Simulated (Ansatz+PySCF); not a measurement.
## doublet OH: levels of theory in one basis

```xyz
2

O     0.0000    0.0000   -0.1573
H     0.0000    0.0000    1.2585
```

Basis set: 6-31G (spherical functions). Frozen core: 1 orbital. Correlation on ROHF uses semicanonical orbitals with singles. Charge 0, multiplicity 2.

Computed with Ansatz (development build ahead of 0.2.0); each method stands on the lowest determinant of its kind that the runs found.

```json
{"method": "ROHF", "E − E(ROHF) (eV)": "0.00", "<S²> of the determinant": "0.75"}
{"method": "UHF", "E − E(ROHF) (eV)": "-0.47", "<S²> of the determinant": "1.16"}
{"method": "ROHF-MP2", "E − E(ROHF) (eV)": "-2.94", "<S²> of the determinant": "–"}
{"method": "ROHF-CCSD", "E − E(ROHF) (eV)": "-3.44", "<S²> of the determinant": "–"}
{"method": "UHF-CCSD", "E − E(ROHF) (eV)": "-3.44", "<S²> of the determinant": "1.16"}
{"method": "ROHF-CCSD(T)", "E − E(ROHF) (eV)": "-3.48", "<S²> of the determinant": "–"}
{"method": "UHF-CCSD(T)", "E − E(ROHF) (eV)": "-3.48", "<S²> of the determinant": "1.16"}
{"method": "full CI (lowest root of this spin)", "E − E(ROHF) (eV)": "-3.50", "<S²> of the determinant": "–"}
```

What does UHF-MP2 give on the same scale?

-2.54 eV.

At such a shape the full CI root can have another spatial symmetry than the determinants, so the rows needn't describe one state.

Is a single determinant a sound starting point here?

It is doubtful. Unrestricted orbitals lower Hartree–Fock by 0.47 eV and <S²> is 1.16 where a pure state has 0.75, a sign of strong static correlation.

Caution for UHF, UHF-MP2, UHF-CCSD, UHF-CCSD(T): the unrestricted determinant is spin contaminated. Caution for ROHF-MP2, UHF-MP2, ROHF-CCSD, UHF-CCSD, ROHF-CCSD(T), UHF-CCSD(T): bonds are stretched, where a single reference can fail.
